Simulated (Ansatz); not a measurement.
**SiH₂: how energies converge with the basis set**

One table from this session's results is given with a row withheld; the runs are named, their logs left out.

Method: one geometry, several basis sets; program: Ansatz 0.2.0, Gaussian basis.

Plan: PBE0-D4/def2-SVP; ωB97M-V/def2-SVP; PBE0-D4/def2-QZVPP; ωB97M-V/def2-QZVPP; CCSD(T)/cc-pV(D+d)Z; CCSD(T)/cc-pV(T+d)Z; CCSD(T)/cc-pV(Q+d)Z; the functionals' def2-TZVPP values are taken from earlier runs.

## The relaxed structure

All runs share one geometry, relaxed beforehand with PBE0-D4 in a triple-zeta def2 set.

SMILES `[SiH2]`, 3 atoms, charge 0, spin multiplicity 1.

Atoms are counted from 1 here; the program's logs count them from 0.

Bond lengths: Si1–H2 1.525 Å, Si1–H3 1.525 Å. Angles: H2–Si1–H3 91.2°.

Coordinates:

```
Si   -0.4912    0.4686   -0.2136
H     0.8403    0.5786    0.5225
H    -0.3491   -1.0472   -0.3089
```

The first run:

Input file in.yaml:

```yaml
crystal:
  periodic: [false, false, false]
  atoms:
    - {symbol: Si, position_ang: [-0.491202, 0.468571, -0.213612]}
    - {symbol: H, position_ang: [0.840317, 0.578644, 0.522462]}
    - {symbol: H, position_ang: [-0.349116, -1.047214, -0.308851]}
basis:
  gaussian: {orbitals: def2-SVP}
hamiltonian: {xc: pbe0, dispersion: d4}
output: {orbitals: {seedname: orbitals}}
```

Run with:

```console
$ ansatz run in.yaml --threads 2 --pin off --events-out ev --progress --plain --max-ram 32768MiB --backend cpu
```

Among the steps run: PBE0-D4 in def2-SVP; ωB97M-V in def2-SVP; PBE0-D4 in def2-QZVPP; ωB97M-V in def2-QZVPP.

One of the session's tables, all rows but one given; the rest of the session is left out.

It belongs to the step «Functionals by basis». 

| functional | basis | HOMO (eV) | LUMO (eV) |
| --- | --- | --- | --- |
| PBE0-D4 | def2-SVP | -6.82 | -3.07 |
| PBE0-D4 | def2-TZVPP | -6.87 | -3.10 |
| PBE0-D4 | def2-QZVPP | -6.89 | -3.12 |
| ωB97M-V | def2-SVP | -8.86 | -0.93 |
| ωB97M-V | def2-TZVPP | -8.96 | -1.07 |
| ωB97M-V | def2-QZVPP | ? | ? |

Q: Estimate the row for ωB97M-V, def2-QZVPP from the others.

**Answer.** HOMO (eV): -8.98; LUMO (eV): -1.14. In the column «HOMO (eV)» it is the lowest.
